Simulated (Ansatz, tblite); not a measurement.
**The cluster Fe3−: a ladder of methods and basis sets**

Aim: run the multiplicity 10 of the cluster Fe3− at one geometry on many levels, and compare frontier levels, spin and run time.

Program: Ansatz 0.2.0, Gaussian basis. Level of theory: as each input shows. These are calculated values, not measurements.

The runs, in order: GFN1-xTB, GFN2-xTB, PBE-D4/def2-TZVPD, r2SCAN-D4/def2-TZVPD, r2SCAN0-D4/def2-TZVPD, revPBE-D4/def2-TZVPD, BHLYP-D4/def2-TZVPD, ωB97M-V/def2-TZVPD, HF/def2-TZVPD, PBE-D4/def2-SVPD, PBE0-D4/def2-SVPD, HF/STO-3G, HF/6-31G, B3LYP-D4/6-31G, MP2/def2-TZVPD, RPA/def2-TZVPD.

4 further runs of the same task are left out: 1 for a known fault of the program, 3 that didn't finish. Runs told in other sessions of the task aren't counted.

### Step 1. The structure

The multiplicity 10 was relaxed beforehand with PBE0-D4/def2-TZVPD. At that level it is the lowest of the isomers that a small search found.

3 atoms, charge -1, spin multiplicity 10.

Bond lengths: Fe1–Fe2 2.690 Å, Fe1–Fe3 2.405 Å, Fe2–Fe3 2.398 Å. Angles: Fe2–Fe1–Fe3 55.8°, Fe1–Fe2–Fe3 56.1°, Fe1–Fe3–Fe2 68.1°.

No spin-orbit coupling is included. The ion is computed in the gas phase, without counter-ions or solvent.

PBE0-D4/def2-TZVPD was run before; its log isn't repeated, and its numbers join the tables.

### Step 2. GFN1-xTB

Tight binding, by tblite at 300 K electronic temperature and without a spin-polarisation term:

```python
tblite.interface.Calculator('GFN1-xTB', numbers, positions, charge=-1, uhf=9).singlepoint()
```

Energy -240.2094 eV; 0.006 s.

### Step 3. GFN2-xTB

Tight binding, by tblite at 300 K electronic temperature and without a spin-polarisation term:

```python
tblite.interface.Calculator('GFN2-xTB', numbers, positions, charge=-1, uhf=9).singlepoint()
```

Energy -240.0209 eV; 0.006 s.

### Step 4. PBE-D4/def2-TZVPD

start.molden holds the orbitals of an earlier run on this state, given as this run's starting guess.

in.yaml reads:

```yaml
crystal:
  periodic: [false, false, false]
  atoms:
    - {symbol: Fe, position_ang: [-0.932779, 1.176258, 0.036332]}
    - {symbol: Fe, position_ang: [-0.364167, -1.450700, -0.079509]}
    - {symbol: Fe, position_ang: [1.296946, 0.274452, 0.043177]}
basis:
  gaussian: {orbitals: def2-TZVPD, initial_orbitals: start.molden}
total_charge: -1
magnetization: {spin_polarized: true, initial_magnetization: 9}
hamiltonian: {xc: pbe, dispersion: d4}
scf: {omitted_lower_state_checks: [starts]}
output: {orbitals: {seedname: orbitals}}
```

Started as:

```sh
ansatz run in.yaml --threads 4 --pin off --events-out ev --progress --plain --max-ram 3916MiB
```

Further steps of the session: r2SCAN-D4/def2-TZVPD; r2SCAN0-D4/def2-TZVPD; revPBE-D4/def2-TZVPD; BHLYP-D4/def2-TZVPD; ωB97M-V/def2-TZVPD; HF/def2-TZVPD; PBE-D4/def2-SVPD; PBE0-D4/def2-SVPD; HF/STO-3G; HF/6-31G; B3LYP-D4/6-31G; MP2/def2-TZVPD; RPA/def2-TZVPD.

Q: Predict the results of all the runs planned. Wanted: gap in def2-TZVPD, named functionals and Hartree-Fock, smallest and largest; correlation energy, MP2/def2-TZVPD; ⟨S²⟩ in def2-TZVPD, named functionals and Hartree-Fock, smallest and largest; PBE0 total energy, smallest basis above largest.

**Answer**, as computed:

```
                                                                    quantity                              value
 gap in def2-TZVPD, named functionals and Hartree-Fock, smallest and largest  0.02 eV (r2SCAN-D4), 4.77 eV (HF)
                                          correlation energy, MP2/def2-TZVPD                          -34.19 eV
⟨S²⟩ in def2-TZVPD, named functionals and Hartree-Fock, smallest and largest                     25.850, 27.826
                             PBE0 total energy, smallest basis above largest   14.89 eV (def2-SVPD, def2-TZVPD)
```

Orbital gaps of the named functionals and Hartree-Fock in def2-TZVPD span 0.02 eV (r2SCAN-D4) to 4.77 eV (HF); exact exchange widens it. PBE-D4, revPBE-D4 leave an empty level below a filled one, so this occupation isn't an aufbau state there; left out of the range. Over the named functionals and Hartree-Fock in def2-TZVPD spin contamination reaches 3.08 (HF), and every level is far from pure, so all describe a mixture with higher spin. r2SCAN-D4, PBE0-D4 put the HOMO above zero; others here keep it below zero, so the sign hangs on the functional's self-interaction and doesn't show that the species is unbound.
